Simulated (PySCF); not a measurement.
**BC: one state, many levels of theory**

State: ⁴Σ⁻ (quartet), unpaired electrons σ ↑, π ↑↑. Set-up: B aug-pcseg-1, C aug-pcseg-1; no relativity (PySCF 2.14). De refers to B + C in their high-spin ground configurations, without counterpoise correction. The functionals are run spin-unrestricted. A positive dipole means B(−)C(+). Levels whose curve was spin-contaminated or gave no clean fit are not listed.

| Level | Re (Å) | ωe (cm⁻¹) | De (eV) | μ (D) |
| --- | --- | --- | --- | --- |
| PBE | 1.500 | 1173 | 5.02 | -1.14 |
| BLYP | 1.504 | 1152 | 4.62 | -1.02 |
| TPSS | 1.492 | 1201 | 4.74 | -1.36 |
| r²SCAN | 1.488 | 1191 | 4.78 | -1.55 |
| PBE0 | 1.480 | 1218 | 4.69 | -1.54 |
| B97-3 | 1.484 | 1196 | 4.54 | -1.39 |
| ωB97X | 1.471 | 1251 | 4.38 | -1.76 |

The bond length runs from 1.471 Å (ωB97X) to 1.504 Å (BLYP). De spans 4.38 eV (ωB97X, range-separated hybrid) to 5.02 eV (PBE, GGA).

The state was picked by a PBE0 search and need not be the measured ground state.
